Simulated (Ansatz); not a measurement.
# Other spins and charges of AlGa, singlet at one geometry

Geometry (PBE0/def2-TZVP stationary point for this spin):

```xyz
2

Al    0.0000    0.0000    0.0000
Ga    0.0000    0.0000    3.0185
```

Basis cc-pVTZ; Ansatz 0.2.0. Only valence electrons are correlated (noble-gas cores and the filled d shells of p-block atoms frozen). Prefix R: restricted or restricted open-shell reference. No spin–orbit coupling is included, and no scalar relativity.

Gaps are energies of the second state less the first, at fixed atoms, for a selection of the levels run; each method lands on the state that its own search finds for that charge and spin.

Triplet less singlet: -0.187 eV at full CI (singlet A1, triplet B1, in C2v).

```csv
level,gap (eV),error (meV)
RHF,-0.414,-227
RMP2,-0.321,-134
CISD,-0.275,-88
RCCSD,-0.157,30
RCCSD(T),-0.189,-2
BCCD(T),-0.188,-1
RCCSDT,-0.198,-11
RCCSDT(Q),-0.192,-5
```

Removing an electron, to the doublet: 5.607 eV at full CI (singlet A1, doublet ion A1, in C2v).

```json
{"level": "RHF", "gap (eV)": "4.772", "error (meV)": "-835"}
{"level": "RMP2", "gap (eV)": "5.330", "error (meV)": "-277"}
{"level": "CISD", "gap (eV)": "5.376", "error (meV)": "-231"}
{"level": "RCCSD", "gap (eV)": "5.516", "error (meV)": "-91"}
{"level": "RCCSD(T)", "gap (eV)": "5.572", "error (meV)": "-35"}
{"level": "BCCD(T)", "gap (eV)": "5.573", "error (meV)": "-34"}
{"level": "RCCSDT", "gap (eV)": "5.588", "error (meV)": "-19"}
{"level": "RCCSDT(Q)", "gap (eV)": "5.601", "error (meV)": "-6"}
{"level": "RCCSDTQ", "gap (eV)": "5.606", "error (meV)": "-1"}
```

Full CI is exact within this basis and frozen core; it isn't the basis-set limit.
